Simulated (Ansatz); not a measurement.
**C₂H₅ radical: energies up the ladder**

The task, for C₂H₅ radical: energies up the ladder. Spin multiplicity 2.

Program: Ansatz 0.2.0. Level of theory: the levels named in each step. These are calculated values, not measurements.

## Step 1: The starting structure

Bond lengths: C1–C2 1.471 Å, C1–H3 1.073 Å, C1–H4 1.071 Å, C2–H5 1.099 Å, C2–H6 1.089 Å, C2–H7 1.090 Å. Angles: C1–C2–H5 111.3°, C1–C2–H6 111.3°, C1–C2–H7 111.2°, H5–C2–H6 106.1°, H5–C2–H7 107.4°, H6–C2–H7 109.4°, C2–C1–H3 120.4°, C2–C1–H4 120.6°, H3–C1–H4 118.5°.

Coordinates:

```xyz
7

C     0.7555   -0.1142   -0.0195
C    -0.6982    0.1075    0.0070
H     1.4316    0.6835    0.2215
H     1.1553   -1.0984   -0.1565
H    -1.1046   -0.0286    1.0192
H    -0.9486    1.1268   -0.2840
H    -1.2153   -0.5933   -0.6489
```

## Step 2: A rough first relaxation, PBE-D4/def2-SVP

input.yaml reads:

```yaml
crystal:
  periodic: [false, false, false]
  atoms:
    - { symbol: C, position_ang: [0.7555, -0.11417, -0.01947] }
    - { symbol: C, position_ang: [-0.69816, 0.10754, 0.00697] }
    - { symbol: H, position_ang: [1.43158, 0.68345, 0.22153] }
    - { symbol: H, position_ang: [1.15525, -1.09841, -0.1565] }
    - { symbol: H, position_ang: [-1.10463, -0.02863, 1.01916] }
    - { symbol: H, position_ang: [-0.94857, 1.12676, -0.28401] }
    - { symbol: H, position_ang: [-1.2153, -0.59327, -0.64892] }
magnetization:
  spin_polarized: true
  initial_magnetization: 1
basis:
  gaussian: { orbitals: def2-SVP }
hamiltonian:
  xc: pbe
  dispersion: d4
relax:
  f_tol: 0.03
  max_steps: 200
```

Launch:

```
$ ansatz run input.yaml --threads 4 --pin off --max-ram 10240MiB --backend cpu --events-out ev --progress --plain --runs-dir out
```

After this run come: Relaxation, PBE0-D4/def2-TZVPP; Frequencies, PBE0-D4/def2-TZVPP; Single point, PBE-D4/def2-TZVPP; Single point, r2SCAN-D4/def2-TZVPP; Single point, B3LYP-D4/def2-TZVPP; Single point, wB97M-V/def2-TZVPP; Single point, B2PLYP/def2-TZVPP; Single point, LDA/def2-TZVPP; Single point, PBE0-D4/def2-SVP; Single point, PBE-D4/def2-SVP; Single point, CCSD(T)/def2-TZVPP; Single point, CCSD(T)/def2-QZVPP.

**Question.** What will these runs give? Wanted: C1–C2 at PBE0-D4/def2-TZVPP; frequencies at PBE0-D4/def2-TZVPP; energy at CCSD(T)/CBS.

The runs gave:

| quantity | value |
| --- | --- |
| C1–C2 at PBE0-D4/def2-TZVPP | 1.479 Å |
| frequencies at PBE0-D4/def2-TZVPP | 107 to 3267 cm⁻¹ |
| energy at CCSD(T)/CBS | -2150.793 eV |

What this shows: No mode is imaginary, so the geometry is a minimum. These totals serve in differences with atoms or fragments at the same level; alone they don't rank the methods.
